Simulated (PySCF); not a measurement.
All values below come from r2SCAN-D4/def2-TZVP run with PySCF 2.14.0. Isolated molecules, 0 K electronic values unless said otherwise. Delta-SCF ions had no search for a lower state. 

Reference species (SMILES): `C` (neutral, multiplicity 1).

* **HOMO**: -9.81 eV
* **HOMO–LUMO gap**: 11.78 eV
* **vertical ionisation energy (Delta-SCF)**: 14.13 eV

Changed species: `CN` (3 of 4 NH2 replaced by H; the reference has 4 of 4 NH2 replaced by H).

Problem. Predict the effect on the HOMO, HOMO–LUMO gap and vertical ionisation energy (Delta-SCF).

Solution. the HOMO rises by 4.19 eV, to -5.62 eV; the HOMO–LUMO gap drops by 4.96 eV, to 6.82 eV; the vertical ionisation energy (Delta-SCF) decreases by 4.68 eV, to 9.45 eV.
